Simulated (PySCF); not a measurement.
# Basis-set dependence of population analyses: `FC(Cl)Cl`

Compound: CHCl2F.
Bonds: F1–C2, C2–Cl3, C2–Cl4. Hydrogens: H5 on C2.

PBE0 throughout (PySCF), one geometry, spherical d and f functions. Isolated species at its PBE0-D3(BJ)/def2-SVP geometry, gas phase. Atoms taken as equivalent share a column and are averaged.

Mulliken charges (e):

| basis | functions | F1 | C2 | Cl3/Cl4 | H5 |
| --- | --- | --- | --- | --- | --- |
| STO-3G | 29 | -0.033 | +0.093 | -0.102 | +0.144 |
| 6-31G | 46 | -0.249 | -0.284 | +0.128 | +0.277 |
| pcSseg-0 | 46 | -0.298 | -0.154 | +0.054 | +0.344 |
| 6-31G* | 66 | -0.254 | -0.030 | +0.016 | +0.252 |
| def2-SVP | 69 | -0.176 | +0.267 | -0.104 | +0.118 |
| cc-pVDZ | 69 | -0.142 | +0.113 | -0.049 | +0.127 |
| aug-cc-pVDZ | 109 | -0.326 | +0.210 | +0.012 | +0.091 |
| 6-311+G(2d,p) | 130 | -0.146 | -0.272 | +0.107 | +0.205 |
| def2-TZVP | 142 | -0.135 | +0.133 | -0.070 | +0.141 |
| cc-pVTZ | 142 | -0.133 | +0.207 | -0.091 | +0.108 |
| IGLO-III | 168 | -0.186 | -0.089 | +0.073 | +0.130 |
| pcSseg-3 | 329 | -0.192 | +0.272 | -0.072 | +0.064 |

IAO charges (e):

```
        basis  functions      F1      C2  Cl3/Cl4      H5
       STO-3G         29  -0.065  -0.007   -0.043  +0.158
        6-31G         46  -0.228  +0.094   -0.033  +0.200
     pcSseg-0         46  -0.215  +0.094   -0.038  +0.198
       6-31G*         66  -0.245  +0.157   -0.047  +0.181
     def2-SVP         69  -0.251  +0.170   -0.046  +0.174
      cc-pVDZ         69  -0.247  +0.170   -0.051  +0.180
  aug-cc-pVDZ        109  -0.262  +0.174   -0.049  +0.186
6-311+G(2d,p)        130  -0.264  +0.165   -0.044  +0.188
    def2-TZVP        142  -0.265  +0.171   -0.045  +0.184
      cc-pVTZ        142  -0.262  +0.174   -0.048  +0.184
     IGLO-III        168  -0.267  +0.162   -0.041  +0.186
     pcSseg-3        329  -0.266  +0.170   -0.045  +0.186
```

Problem. Which scheme is steadiest as the basis changes?

Solution. Largest range over the bases for any column: IAO 0.20 e, Mulliken 0.56 e. IAO charges move least and Mulliken charges most, counted in e. Without the minimal STO-3G basis the ranges are IAO 0.08, Mulliken 0.56 e.

Problem. How much do the charges still move between the two largest bases, IGLO-III and pcSseg-3?

Solution. At most, over all atoms: Mulliken 0.361 e, IAO 0.008 e.

Problem. What do the same runs give for the total energy, the frontier levels and the dipole moment?

Solution. 
| basis | energy (Eh) | HOMO (eV) | LUMO (eV) | μ (D) |
| --- | --- | --- | --- | --- |
| STO-3G | -1046.6069 | -7.39 | 2.87 | 1.86 |
| 6-31G | -1058.3733 | -9.29 | -0.35 | 1.65 |
| pcSseg-0 | -1057.0977 | -9.37 | -0.17 | 1.74 |
| 6-31G* | -1058.4498 | -9.08 | -0.26 | 1.36 |
| def2-SVP | -1058.0978 | -8.95 | 0.32 | 1.31 |
| cc-pVDZ | -1058.5113 | -9.03 | -0.07 | 1.30 |
| aug-cc-pVDZ | -1058.5311 | -9.20 | -0.58 | 1.26 |
| 6-311+G(2d,p) | -1058.5681 | -9.19 | -0.64 | 1.25 |
| def2-TZVP | -1058.5859 | -9.13 | -0.33 | 1.24 |
| cc-pVTZ | -1058.5918 | -9.12 | -0.31 | 1.25 |
| IGLO-III | -1058.5785 | -9.05 | -0.33 | 1.21 |
| pcSseg-3 | -1058.6227 | -9.18 | -0.63 | 1.25 |

The dipole is fixed by the density alone, so its range of 0.65 D shows that the density itself changes with the basis, not only its division among atoms.
